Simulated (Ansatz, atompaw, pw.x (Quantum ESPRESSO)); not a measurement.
# Pt (Z = 78): one change to the PAW (atompaw) potential, in the atom and in the fcc crystal

platinum (Pt), PAW, made with atompaw 4.2.0.5 (LDA (PW92), scalar-relativistic). Core [Kr] 4d10 4f14, reference 5s2 5p6 5d9 6s1 6p0. Waves: 5s (bound): rc 1.80 bohr; 6s (bound): rc 1.45 bohr; 5p (bound): rc 1.40 bohr; 6p (bound, empty): rc 2.05 bohr; 5d (bound): rc 2.25 bohr; 5d channel at 3.35 Ry: rc 2.25 bohr. Local part: bessel scheme, radius 2.05 bohr. Core correction: smooth core density matched at 1.75 bohr. Augmentation charge: gaussian compensation charge, radius 1.70 bohr; PAW radius 2.25 bohr; waves and projectors: custom rrkj vanderbiltortho.

Change: wave 5d channel at 3.35 Ry: rc 2.25 bohr becomes 5d channel at -0.32 Ry: rc 2.25 bohr.

Cutoffs, loose and tight: the cutoffs (Ry, on a coarse ladder) from which the occupation-weighted sum of valence levels, in a spherical-Bessel basis at the reference potential, stays within 10 and 1 mRy of its value at 400 Ry. They see the waves, projectors and local potential, not the compensation charge or the core.

Crystal test: fcc Pt in pw.x 7.5, no spin, 14³ k-points, Fermi–Dirac smearing 0.01 Ry, cutoffs set for each file from its atomic test. The reference is all-electron LAPW (Ansatz 0.2.0) with the same functional, mesh and smearing; V0 and B0 come from Birch–Murnaghan fits to the pressures at five volumes. Errors are pseudo minus all-electron; Δ is the rms difference of the E(V) curves that follow from these fits, minima aligned, over ±6 % about the mean V0. Mesh and smearing are coarse, so the numbers serve the comparison and aren't converged zero-temperature values; the lattice is a test structure that the element need not adopt.

All-electron: a0 = 3.896 Å (V0 = 14.79 Å³/atom), B0 = 304.3 GPa.

**Question.** Does the change bring the crystal closer to the all-electron result?

**Answer.** The mean pressure error goes from +3.36 to +2.49 GPa, so the change moves the solid closer to the all-electron pressures.

```csv
quantity,base,changed
outcome (atom),generated,generated
"cutoff, loose (atom)",45 Ry,45 Ry
"cutoff, tight (atom)",80 Ry,80 Ry
bound ghosts (atom),none,none
cutoffs in pw.x (Ry),100/900,100/900
a0 (Å),3.910,3.906
a0 error (%),+0.34,+0.26
B0 error (%),+0.7,+0.7
Δ (meV/atom),10.4,7.8
mean pressure error (GPa),+3.36,+2.49
```

 The atomic cutoffs weigh occupied waves only.
